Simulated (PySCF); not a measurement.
methanethiol (CH4S), SMILES CS.

The structure is a stationary point at ωB97X-D3(BJ)/def2-TZVP.

All values below come from PySCF 2.14.0 with ωB97X-D3(BJ)/def2-TZVP.

Frequencies are harmonic and unscaled.

```csv
mode,ν (cm⁻¹),IR (km/mol),moving atoms (share of kinetic energy)
1,240,15.1,H 98 %
2,747,1.6,"C 48 %, S 31 %, H 21 %"
3,814,0.5,"H 87 %, C 12 %"
4,986,5.0,"H 84 %, C 14 %"
5,1113,11.9,"H 80 %, C 15 %"
6,1378,3.8,"H 85 %, C 15 %"
7,1484,5.4,H 96 %
8,1498,8.3,H 96 %
9,2755,2.9,H 97 %
10,3083,23.9,H 98 %
11,3172,8.9,"H 90 %, C 10 %"
12,3172,7.1,"H 90 %, C 10 %"
```
